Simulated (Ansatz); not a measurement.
Species, as SMILES: [SiH4] (SiH4).
Atoms: Si1, H2, H3, H4, H5. Bonds: Si1-H2, Si1-H3, Si1-H4, Si1-H5.

Basis-set convergence of the lowest harmonic wavenumber at HF with Ansatz (a quantum-chemistry and plane-wave program). Each level at its own minimum, finite differences of forces, unscaled; the reference is a large set that could be run, not a limit. Cartesian d functions, on some or all atoms, in 6-31G*, 6-31+G*, 6-311G**, 6-311+G**; all else is spherical. The program fits the integrals of some runs and decomposes those of others, by size. No added dispersion term, no relativity. Reference: the value in aug-pcseg-2, 1010 cm⁻¹. Deviations are taken from unrounded values.

| basis | functions | lowest harmonic wavenumber (cm⁻¹) |
|---|---|---|
| 6-31G* | 27 | 1016 |
| 6-31+G* | 31 | 1018 |
| def2-SVP | 38 | 1009 |
| def2-SVPD | 56 | 1002 |
| pcseg-1 | 38 | 1017 |
| aug-pcseg-1 | 63 | 998 |
| cc-pV(D+d)Z | 43 | 1007 |
| aug-cc-pV(D+d)Z | 68 | 1000 |
| 6-311G** | 51 | 1019 |
| 6-311+G** | 55 | 1019 |
| def2-TZVP | 61 | 1011 |
| def2-TZVPD | 79 | 1010 |
| pcseg-2 | 90 | 1017 |
| aug-pcseg-2 | 142 | 1010 |
| cc-pV(T+d)Z | 95 | 1009 |
| aug-cc-pV(T+d)Z | 147 | 1009 |
| def2-TZVPP | 98 | 1010 |
| def2-TZVPPD | 116 | 1009 |

What the diffuse functions change, pair by pair:
- 6-31G* to 6-31+G*: 4 more functions, deviation 6 to 8 cm⁻¹
- def2-SVP to def2-SVPD: 18 more functions, deviation 0 to -8 cm⁻¹
- pcseg-1 to aug-pcseg-1: 25 more functions, deviation 7 to -12 cm⁻¹
- cc-pV(D+d)Z to aug-cc-pV(D+d)Z: 25 more functions, deviation -2 to -10 cm⁻¹
- 6-311G** to 6-311+G**: 4 more functions, deviation 9 to 9 cm⁻¹
- def2-TZVP to def2-TZVPD: 18 more functions, deviation 1 to 0 cm⁻¹
- pcseg-2 to aug-pcseg-2: 52 more functions, deviation 7 to 0 cm⁻¹
- cc-pV(T+d)Z to aug-cc-pV(T+d)Z: 52 more functions, deviation 0 to -1 cm⁻¹
- def2-TZVPP to def2-TZVPPD: 18 more functions, deviation 0 to -1 cm⁻¹

Leaving out the reference's own pair, they bring the value nearer the reference by more than 1 cm⁻¹ in 1 of 8 pairs.
